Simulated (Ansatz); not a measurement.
# CH2F: the cost of one run

Computed with Ansatz 0.2.0 (the levels named in each step, unless a step's input says otherwise).

**1. The structure to begin with**

Bond lengths: C1–F2 1.226 Å, C1–H3 1.109 Å, C1–H4 1.109 Å. Angles: F2–C1–H3 117.9°, F2–C1–H4 117.9°, H3–C1–H4 124.2°.

Coordinates:

```xyz
4

C    -0.6454    0.1187    0.1530
F     0.5293   -0.0974   -0.1255
H    -1.1178    1.0321   -0.2617
H    -1.1676   -0.6116    0.8037
```

**2. A rough first relaxation, PBE-D4/def2-SVP**

input.yaml reads:

```yaml
crystal:
  periodic: [false, false, false]
  atoms:
    - { symbol: C, position_ang: [-0.64542, 0.11875, 0.15305] }
    - { symbol: F, position_ang: [0.52928, -0.09738, -0.12551] }
    - { symbol: H, position_ang: [-1.11781, 1.03212, -0.26174] }
    - { symbol: H, position_ang: [-1.16762, -0.61162, 0.80366] }
total_charge: 1
basis:
  gaussian: { orbitals: def2-SVP }
hamiltonian:
  xc: pbe
  dispersion: d4
relax:
  f_tol: 0.03
  max_steps: 200
```

Started as:

```
> ansatz run input.yaml --threads 2 --pin off --max-ram 5120MiB --backend cpu --events-out ev --progress --plain --runs-dir out
```

What time and memory should one allow on 2 threads of Intel Xeon at 2.50GHz (Skylake/Cascade Lake), shared host?

About 2.7 s, with a peak of 0.11 GiB.
